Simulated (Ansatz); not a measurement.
Geometry optimisation, RKS PBE-D4/6-31G* in Ansatz 0.2.0.

Input file:

```yaml
crystal:
  periodic: [false, false, false]
  atoms:
    - { symbol: Si, position_ang: [-0.102718, -0.143061, -0.812348] }
    - { symbol: O, position_ang: [1.25194, 0.164069, 1.687689] }
    - { symbol: H, position_ang: [0.901186, -0.687506, 2.025951] }
    - { symbol: H, position_ang: [1.876462, -0.125604, 0.970173] }
    - { symbol: C, position_ang: [-1.007884, 1.542091, -0.86358] }
    - { symbol: H, position_ang: [-2.028794, 1.435468, -1.274717] }
    - { symbol: H, position_ang: [-1.133065, 1.908117, 0.173251] }
    - { symbol: H, position_ang: [-0.471227, 2.309496, -1.442296] }
    - { symbol: H, position_ang: [-1.2247, -0.864571, -0.020523] }
basis:
  gaussian: { orbitals: "6-31G*" }
hamiltonian:
  xc: pbe
  dispersion: d4
relax:
  f_tol: 0.03
  max_steps: 50
```

Command:

```bash
$ ansatz run input.yaml --threads 1 --pin off --max-ram 2048MiB --backend cpu --events-out ev --progress --plain --runs-dir out
```

**Question.** Where does it end, and by what steps?

**Answer.** The run converged. After 8 steps the energy has fallen by 0.365 eV; O2 moved furthest, 0.62 Å.

```tsv
step	energy less start (eV)	largest force component (eV/Å)	accepted
0	0.0000	0.836	yes
1	-0.1157	1.310	yes
2	-0.2380	1.127	yes
3	-0.3309	0.398	yes
4	-0.3345	0.349	yes
5	-0.3594	0.191	yes
6	-0.3600	0.234	yes
7	-0.3590	0.123	no
8	-0.3651	0.017	yes
```

```xyz
9
Properties=species:S:1:pos:R:3
Si -0.024 -0.214 -0.718
O 1.035 0.220 1.107
H 0.584 -0.310 1.799
H 1.902 -0.216 0.968
C -0.933 1.491 -0.708
H -1.872 1.376 -1.284
H -1.217 1.841 0.299
H -0.342 2.279 -1.204
H -1.071 -0.929 0.185
```

Whether the end is a true minimum wasn't checked by a vibrational analysis.

Run time: 14 s on 1 thread of Arm Neoverse V2, on a shared host, peak memory 0.12 GiB.
